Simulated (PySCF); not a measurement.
## How methods differ on the ionisation energy of Si

Si [Ne] 3s2 3p2 (3P) → Si⁺ [Ne] 3s2 3p1 (2P), as a difference of total energies. All numbers are calculated (PySCF 2.14, no relativity, point nucleus, in aug-cc-pV(5+d)Z (8s7p6d4f3g2h, 136 functions)). Correlated levels: valence: [Ne] frozen. The calculations carry no spin-orbit coupling.

```json
{"method": "UHF", "ionisation energy (eV)": "7.637"}
{"method": "LDA", "ionisation energy (eV)": "8.235"}
{"method": "PBE", "ionisation energy (eV)": "8.199"}
{"method": "PBE0", "ionisation energy (eV)": "8.220"}
{"method": "r2SCAN", "ionisation energy (eV)": "8.317"}
{"method": "CAM-B3LYP", "ionisation energy (eV)": "8.109"}
{"method": "B2PLYP", "ionisation energy (eV)": "8.027"}
{"method": "r2SCANh", "ionisation energy (eV)": "8.308"}
{"method": "MP2 (valence)", "ionisation energy (eV)": "8.089"}
{"method": "SCS-MP2 (valence)", "ionisation energy (eV)": "8.002"}
```

**Question.** How much does correlation contribute at MP2 (valence)?

**Answer.** 8.089 − (7.637) = 0.452 eV, measured against UHF.

For comparison: 8.157 eV (measured; NIST levels, between the centres of gravity of the two terms).
